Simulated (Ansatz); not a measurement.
Input file for F₄S (`FS(F)(F)F`):

```yaml
crystal:
  periodic: [false, false, false]
  atoms:
    - {symbol: F, position_ang: [-0.561173, -0.227980, 1.172798]}
    - {symbol: S, position_ang: [0.063988, -0.357355, -0.243004]}
    - {symbol: F, position_ang: [1.536709, -0.462000, 0.491432]}
    - {symbol: F, position_ang: [-1.440139, -0.077307, -0.858165]}
    - {symbol: F, position_ang: [0.400605, 1.124641, -0.563061]}
basis:
  gaussian: {orbitals: def2-TZVPP}
correlation: {method: ccsd_t}
output: {orbitals: {seedname: orbitals}}
```

```sh
$ ansatz run in.yaml --threads 2 --pin off --events-out ev --progress --plain
```

Output of Ansatz, abridged:

```
Functional definition: HF
1083 factors; integrals over basis functions are off by at most 1.2e-3 eV
mean field evaluation 1: about -21638.1992 eV, gradient 5.6e1 eV
mean field evaluation 2: about -21638.4818 eV, gradient 5.7e1 eV
mean field evaluation 4: about -21643.6398 eV, gradient 3.5e0 eV
mean field evaluation 8: about -21643.7051 eV, gradient 3.9e-1 eV
mean field evaluation 16: about -21643.7059 eV, gradient 1.1e-6 eV
mean field -21643.70590440 eV, -795.3915213561 hartree, gradient 1.1e-6 eV, S^2 0.000000; 0 other end points of the search recorded, 0 dependent functions left out
9 core orbitals not correlated: weight in the atoms' cores, before any rotation towards them, 1.000 or more for the frozen orbitals, at most 0.000 for the correlated occupied ones
reference -21643.70590440 eV, -795.3915213561 hartree; 17, 17 occupied and 140, 140 virtual orbitals, 1083 factors
second order -32.82362207 eV of doubles, -0.00000000 eV of singles
cycle   1  -31.96454579 eV  change    8.6e-1 eV  update   1.3e-1
cycle   2  -32.70185870 eV  change   -7.4e-1 eV  update   4.1e-2
cycle   3  -32.87390300 eV  change   -1.7e-1 eV  update   2.0e-2
cycle   4  -32.84991855 eV  change    2.4e-2 eV  update   5.1e-3
cycle   5  -32.84372542 eV  change    6.2e-3 eV  update   2.7e-3
cycle   6  -32.84683344 eV  change   -3.1e-3 eV  update   9.7e-4
cycle   7  -32.84685036 eV  change   -1.7e-5 eV  update   3.6e-4
cycle   8  -32.84654421 eV  change    3.1e-4 eV  update   9.7e-5
cycle   9  -32.84656540 eV  change   -2.1e-5 eV  update   3.8e-5
cycle  10  -32.84659342 eV  change   -2.8e-5 eV  update   1.2e-5
perturbative correction -1.13133697 eV, -0.0415758669 hartree
Total energy: -21677.68383480 eV, -796.6401872671 hartree
```

Run time 18 s (2 threads of a server CPU on a shared host); peak host memory 1.1 GiB.

Correlation energy per correlated electron: -0.999 eV. T1 diagnostic: 0.0145.
